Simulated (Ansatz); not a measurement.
## Nb: frozen-core PAW against all-electron methods

```yaml
crystal:
  lattice:
    - [-1.65491, 1.65491, 1.65491]
    - [1.65491, -1.65491, 1.65491]
    - [1.65491, 1.65491, -1.65491]
  atoms:
    - { symbol: Nb, position: [0.00000, 0.00000, 0.00000] }
```

The cell was built from the bcc type and relaxed in the same program, and has space group Im-3m; it needn't be a known or the stable phase.

Spin polarisation is left out, and whether a magnetic state lies lower isn't shown here.

All numbers are computed: DFT, LDA, PAW with Ansatz's default frozen-core files, scalar-relativistic (Ansatz 0.2.0); DFT, LDA, all-electron LAPW, scalar-relativistic (Ansatz 0.2.0).

For PAW: a Γ-centred 16×16×16 k mesh, Fermi–Dirac smearing of 0.08 eV, cutoff 420 eV, no spin polarisation; the PAW files were made with PBE, and the program remakes their frozen cores for this functional. LAPW targets a basis error of 1 meV/atom. The Ansatz runs share mesh, smearing and spin set-up. Plane-wave (PAW) pressures include the program's estimate of the Pulay term.

Stress and pressure are positive in compression.

Levels count from the Fermi level.

| quantity | PAW | LAPW |
| --- | --- | --- |
| pressure (GPa) | -9.84 | -9.85 |
| highest filled level at H (eV) | -3.707 | -3.708 |
| lowest empty level at H (eV) | 5.568 | 5.572 |
| highest filled level at N (eV) | -1.667 | -1.668 |
| lowest empty level at N (eV) | 2.297 | 2.298 |
| highest filled level at P (eV) | -1.088 | -1.089 |
| lowest empty level at P (eV) | 4.049 | 4.052 |

PAW's pressure differs from the LAPW value by about 0.01 GPa or less.
